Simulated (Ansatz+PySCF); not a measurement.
A calculation with PySCF 2.14.0.

```python
from pyscf import gto, scf, mp

mol = gto.M(atom="""
C 0.000000 0.000000 -0.696190
O 0.000000 0.000000 0.522140
""", basis='def2-svp', charge=0, spin=0)
mf = scf.UHF(mol)
mf.kernel()
pt = mp.MP2(mf, frozen=2).run()
print(mf.e_tot, pt.e_corr, pt.e_tot)
```

The script is written out from the run's settings.

Results

```yaml
Converged: yes
Reference_energy: -112.61945 hartree
Correlation_energy: -0.30289 hartree
Total_energy: -112.92234 hartree
```
